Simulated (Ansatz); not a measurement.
**hcp Co**

Computed with r²SCAN0 (Ansatz, an electronic-structure program, PAW).

Settings: plane-wave cutoff 520 eV, 12×12×8 k mesh (along the axes of the cell as run), Fermi–Dirac smearing 0.05 eV, spin-polarised with parallel moments, scalar-relativistic PAW data made under PBE.

Cell (relaxed at this level):

```
Co
1.0
    1.25028    -2.16555     0.00000
    1.25028     2.16555     0.00000
    0.00000     0.00000     4.47941
Co
2
Cartesian
  1.25028   0.72185   1.11985
  1.25028  -0.72185   3.35955
```
Starting moments (μB, in the order of the record's atoms Co Co): 1.8 1.8.

- magnetic moment per atom (the cell's total over its atoms): 2.22 μB

Moments are spin moments.

It cost roughly 2.0 core-hours of CPU time.
